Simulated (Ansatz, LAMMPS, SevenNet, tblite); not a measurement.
**How well does each level of theory give the equilibrium lattice constant a of rock-salt SrO?**

Reference value: 5.16 Å (measured, 300 K, not corrected to a static lattice; as tabulated in Santana et al. (2016), arXiv:1608.06321).

```csv
level (code),value (Å)
"ionic model bush1994 (shell model, LAMMPS)",5.135
GFN2-xTB (tblite),4.725
SevenNet-l3i5,5.206
PBE (Ansatz),?
PBE-D4 (Ansatz),5.161
r²SCAN (Ansatz),5.160
B3LYP (VWN-RPA form) (Ansatz),?
```

Q: Fill in the missing entries.

A: 
- PBE (Ansatz, a program for electronic structure), value (Å): 5.195
- B3LYP (VWN-RPA form) (Ansatz), value (Å): 5.201

Differences against the reference: ionic model bush1994 -0.48 %, GFN2-xTB -8.43 %, SevenNet-l3i5 +0.89 %, PBE +0.68 %, PBE-D4 +0.02 %, r²SCAN 0.00 %, B3LYP (VWN-RPA form) +0.79 %.

The reference is not for a static lattice or low temperature, so close values are not ranked against it. Off by more than 1.25 %, or 1.75 % on the side where a correction would as a rule narrow the miss (bounds picked here): GFN2-xTB (-8.43 %).

The reference isn't brought to a static lattice, while the calculations are for one, so the differences are not the levels' errors alone. A static lattice is as a rule a little smaller than the measured one.  GFN2-xTB: the cell moved over 20 % in volume from its start. GFN2-xTB: the method was fitted mainly to molecules. GFN2-xTB: the run uses a supercell at the zone centre in place of a k mesh. Cutoffs and k meshes differ between the levels. Ansatz's density-functional and Hartree–Fock values are scalar-relativistic unless marked +SOC, with PAW data made under PBE.

Empirical potentials (ionic model bush1994) are fitted to chosen data: where that held the value shown, agreement is built in, and what lay outside the fit can be far off. Machine-learned potentials (SevenNet-l3i5) are trained on DFT data: a solid inside that data is no test of them.

Differences are worked out from the printed values.
